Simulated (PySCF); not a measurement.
One molecule, many functionals

CH2F2.
SMILES: `FCF`

Linear-response calculations in the def2-SVPD basis (PySCF; singlets by full response, triplets Tamm–Dancoff, core orbitals frozen in the response; HF means time-dependent Hartree–Fock). 'Strongest' is the level of largest summed f among the singlets computed (10 roots, of which the last may lack a degenerate partner); it can jump between rows when another state enters that window. S1 is the lowest singlet of each run and needn't be the same state throughout; f(S1) is that of one state. Geometry: PBE0-D3(BJ)/def2-SVP; no solvent, vibrations or thermal averaging.

```csv
functional,kind,S1 (eV),f(S1),strongest (eV),T1 (eV),HOMO (eV),gap (eV),"ionisation energy, ΔSCF (eV)"
PBE0,"global hybrid, 25% exact exchange",9.28,0.038,10.89,8.91,-9.95,10.77,12.96
BHandHLYP,"global hybrid, 50% exact exchange",9.97,0.050,12.99,9.53,-11.77,12.97,13.47
CAM-B3LYP,range-separated hybrid,9.31,0.034,12.28,8.98,-11.51,12.87,13.17
LC-wPBE,range-separated hybrid,9.71,0.033,12.63,9.28,-12.79,15.21,13.19
```

Question: What does wB97X-D (range-separated hybrid) give?

Answer: S1 (eV) 9.61, f(S1) 0.039, strongest (eV) 12.54, T1 (eV) 9.37, HOMO (eV) -11.94, gap (eV) 14.38, ionisation energy, ΔSCF (eV) 13.07. S1 runs from 9.28 eV (PBE0) to 9.97 eV (BHandHLYP), a spread of 0.68 eV, while the orbital gap spreads over 4.4 eV. −ε(HOMO) comes closest to its own ΔSCF ionisation energy with LC-wPBE (-0.39 eV) and misses most with PBE0 (-3.01 eV).
